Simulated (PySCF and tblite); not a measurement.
Results of a calculation; reference values are marked as such.
C3H7Cl, numbered as in [CH3:1][CH2:2][CH2:3][Cl:4]. The ensemble was built from 90 distance-geometry starts (ETKDG and KDG, MMFF94s, GFN2-xTB) and rests on PBE0-D3(BJ)/def2-SVP geometries. Weights use PBE0-D3(BJ)/def2-TZVP energies plus GFN2-xTB zero-point and thermal terms (modes under about 100 cm⁻¹ blended into free rotors). Symmetry numbers and mirror images are counted. Conformers within 4 kcal/mol (GFN2-xTB free energy) were kept, 5 at most. GIAO shieldings: PBE0/pcSseg-1. Shifts are against TMS (¹H), TMS (¹³C) at the same level. Programs: PySCF with density fitting and tblite.

Torsions listed: C1–C2–C3–Cl4. Of a mirror pair one member is shown.

| conformer | shape | point group | mirror pair | ΔE(DFT) | Δ(G−E) at 200 K | δ H3 (ppm) |
| --- | --- | --- | --- | --- | --- | --- |
| 1 | -63° | C1 | yes | 0.00 | 0.00 | 3.40 |
| 2 | 180° | Cs | no | 0.18 | -0.04 | 3.14 |

Energies in kcal/mol; the thermal term leaves out symmetry numbers and mirror images.

Question: Work out the weights at 200 K and the ¹H shift of H3 under fast exchange.

Answer: RT = 0.397 kcal/mol. Each conformer gets RT ln(σ/g), with σ the rotational symmetry number and g = 2 for a mirror pair: 1: σ = 1, g = 2, G = 0.00 + 0.00 − 0.28 = -0.28, 0.00 above the lowest, exp(−ΔG/RT) = 1.000; 2: σ = 1, g = 1, G = 0.18 − 0.04 + 0.00 = 0.14, 0.42 above the lowest, exp(−ΔG/RT) = 0.351. The sum is 1.351, so the weights are 74.0, 26.0 %. The averaged shift is 3.33 ppm. At 298.15 K it is 3.32 ppm. At 298.15 K the leading conformer alone gives 3.40 ppm and bare DFT energies give 3.29 ppm.
